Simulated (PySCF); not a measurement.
**AlH3F− (SMILES [H][Al-]([H])([H])[F]): levels of theory compared**

Aim: a comparison of 6 runs (UPBE0/STO-3G, wB97X-V/STO-3G, UMP2/STO-3G, CISD/STO-3G, UCCSD(T)/STO-3G, FCI/STO-3G) of AlH3F−. The job is set up through a Python script.

The calculation is run with PySCF 2.14.0.

4 further runs of the same task are left out: 1 that didn't finish, 3 set aside as unsound or not needed.

## (1) The structure to begin with

The species is AlH3F− (5 atoms), meant as a singlet with charge -1. As SMILES, `[H][Al-]([H])([H])[F]`. The Al1–H4 distance was set to 2.422 Å, away from the relaxed value. At this shape a bond of the SMILES string is far longer than usual.

Bond lengths: Al1–F2 1.696 Å, Al1–H3 1.614 Å, Al1–H5 1.614 Å. Angles: F2–Al1–H3 108.1°, F2–Al1–H5 108.2°, H3–Al1–H5 110.8°.

## (2) The energy at UPBE0/STO-3G (run 1)

The input, input.xyz:

```xyz
5

Al     0.386414    -0.665977     0.203598
F      0.398424    -0.685537     1.899078
H      1.916864    -0.654697    -0.309182
H     -0.774560     1.332620    -0.519830
H     -0.379206    -1.991157    -0.309102
```

The input, calc.py:

```python
from pyscf import gto, dft

mol = gto.M(
    atom='input.xyz',
    max_memory=1860,
    basis='sto-3g',
    spin=0,
    verbose=3,
    charge=-1,
)

mf = dft.UKS(mol, xc='pbe0')
mf.grids.level = 5
mf.conv_tol = 1e-10
mf.kernel()
if not mf.converged:
    mf = mf.newton().run(mf.mo_coeff, mf.mo_occ)
for _ in range(3):
    mo, _, stable, _ = mf.stability(return_status=True)
    if stable:
        break
    mf.kernel(mf.make_rdm1(mo, mf.mo_occ))

etot = mf.e_tot
print('E(%s) = %.9f' % ('PBE0', etot))
```

The run is started by

```
$ OMP_NUM_THREADS=1 python calc.py
```

Standard output:

```text
converged SCF energy = -339.279293111735  <S^2> = 5.3823612e-13  2S+1 = 1
<class 'pyscf.dft.uks.UKS'> wavefunction is stable in the internal stability analysis
E(PBE0) = -339.279293112
```

Wall time 12 s (1 thread of Intel Xeon Platinum 8259CL at 2.50GHz (Skylake/Cascade Lake), shared host); peak memory 0.35 GiB.

## (3) A single-point energy at wB97X-V/STO-3G (run 2)

The input, job.py:

```python
from pyscf import gto, dft

mol = gto.Mole()
mol.atom = '''
Al     0.730217    -1.258514     0.384744
F      0.752912    -1.295477     3.588737
H      3.622348    -1.237198    -0.584269
H     -1.463706     2.518287    -0.982336
H     -0.716595    -3.762741    -0.584118
'''
mol.max_memory = 1860
mol.basis = 'sto-3g'
mol.verbose = 3
mol.unit = 'bohr'
mol.charge = -1
mol.build()

calc0 = dft.RKS(mol, xc='wb97x-v')
calc0.nlcgrids.level = 1
calc0.grids.level = 5
calc0.conv_tol = 1e-10
calc0.kernel()
if not calc0.converged:
    calc0 = calc0.newton().run(calc0.mo_coeff, calc0.mo_occ)

e_tot = calc0.e_tot
print('E = %.10f Eh' % e_tot)
```

The run is started by

```
$ OMP_NUM_THREADS=1 python job.py
```

Standard output:

```text
converged SCF energy = -339.40837212049
E = -339.4083721205 Eh
```

It took 23 s on 1 thread of Intel Xeon Platinum 8259CL at 2.50GHz (Skylake/Cascade Lake), shared host; peak memory 0.19 GiB.

Runs 3 to 5 aren't shown in full; the table further down has their settings and results.

## (4) The energy at FCI/STO-3G (run 6)

The input, calc.py:

```python
from pyscf import gto, scf, mcscf
from pyscf import fci

mol = gto.Mole()
mol.atom = '''
Al     0.730217    -1.258514     0.384744
F      0.752912    -1.295477     3.588737
H      3.622348    -1.237198    -0.584269
H     -1.463706     2.518287    -0.982336
H     -0.716595    -3.762741    -0.584118
'''
mol.basis = 'sto-3g'
mol.max_memory = 1860
mol.charge = -1
mol.verbose = 3
mol.unit = 'bohr'
mol.build()

mf = scf.RHF(mol)
mf.conv_tol = 1e-10
mf.kernel()
if not mf.converged:
    mf = mf.newton().run(mf.mo_coeff, mf.mo_occ)

cas = mcscf.CASCI(mf, mf.mo_coeff.shape[-1] - 6, (mol.nelec[0] - 6, mol.nelec[1] - 6))  # full CI above the frozen core
cas.fcisolver = fci.direct_spin0.FCI(mol)  # even spin states alone
cas.kernel()
print('<S^2> = %.4f' % cas.fcisolver.spin_square(cas.ci, cas.ncas, cas.nelecas)[0])
energy = cas.e_tot
print('E = %.10f Eh' % energy)
```

The run is started by

```
$ OMP_NUM_THREADS=1 python calc.py
```

Standard output:

```text
converged SCF energy = -338.530185424748
CASCI E = -338.613161375441  E(CI) = -40.2667100845488  S^2 = 0.0000000
<S^2> = 0.0000
E = -338.6131613754 Eh
```

Wall time 1.6 s (1 thread of Intel Xeon Platinum 8259CL at 2.50GHz (Skylake/Cascade Lake), shared host); peak memory 0.14 GiB.

## (5) Overview of the runs

```
run            level  follow instability  nlc grid  energy (Eh)  HOMO energy (eV)  LUMO energy (eV)  HOMO–LUMO gap (eV)  wall time
  1     UPBE0/STO-3G                 yes         –  -339.279293              4.62             11.73                7.11       12 s
  2   wB97X-V/STO-3G                   –         1  -339.408372              2.36             14.01               11.65       23 s
  3      UMP2/STO-3G                 yes         –  -338.584856              2.52             15.29               12.77      1.1 s
  4      CISD/STO-3G                   –         –  -338.607764              1.65             15.29               13.63     0.78 s
  5  UCCSD(T)/STO-3G                 yes         –  -338.612928              2.52             15.29               12.77      1.2 s
  6       FCI/STO-3G                   –         –  -338.613161              1.65             15.29               13.63      1.6 s
```

## (6) Outcome

| quantity | value |
| --- | --- |
| run 6: total energy | -338.61316 Eh |
| run 6: HOMO energy (Hartree–Fock orbitals) | 1.65 eV |
| run 6: LUMO energy (Hartree–Fock orbitals) | 15.29 eV |
| run 6: HOMO–LUMO gap (to an unbound level, set by the basis) | 13.63 eV |
| run 6: correlation energy (6 core orbitals frozen) | -83.0 mEh |

In words: Against full CI in this basis: UMP2 +28.3 mEh; CISD +5.4 mEh; UCCSD(T) +0.2 mEh. Totals of different functionals can't be ranked against each other. In runs 1, 2, 3, 4, 5, 6 the HOMO lies above zero, so the outermost electron may be held by the basis alone. In runs 1, 2, 3, 4, 5, 6 the basis is minimal, so the values are rough. All runs together took 40 s, the longest 23 s.
